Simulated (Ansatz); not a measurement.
Species: CH3, net charge 1, singlet state. 
Coordinates optimised at B3LYP-D3(BJ)/def2-TZVP (Ansatz, an electronic-structure program):
```xyz
4

C      0.0000     0.0000     0.0000
H     -0.0100     1.0916    -0.0207
H      0.9502    -0.5376    -0.0134
H     -0.9402    -0.5540     0.0341
```
Charge +1, spin multiplicity 1.

Basis-set convergence of Hartree-Fock and MP2 correlation energies (hartree) with Ansatz. Cores are frozen in the correlated levels unless marked. Spin-orbit coupling is left out. No relativistic terms.

| basis | functions | E(HF) | E(corr, MP2) |
|---|---|---|---|
| aug-cc-pVDZ | 50 | -39.23645 | -0.10865 |
| aug-cc-pVTZ | 115 | -39.24773 | -0.13317 |
| aug-cc-pVQZ | 218 | -39.24997 | -0.14136 |

Extrapolating the two largest sets (X = 3 and 4) as X^-3: E(corr) = (64·(-0.14136) - 27·(-0.13317))/37 = -0.1473 Eh, an estimate of the basis-set limit. The largest set recovers 95.9 % of it, the smallest 73.7 %.
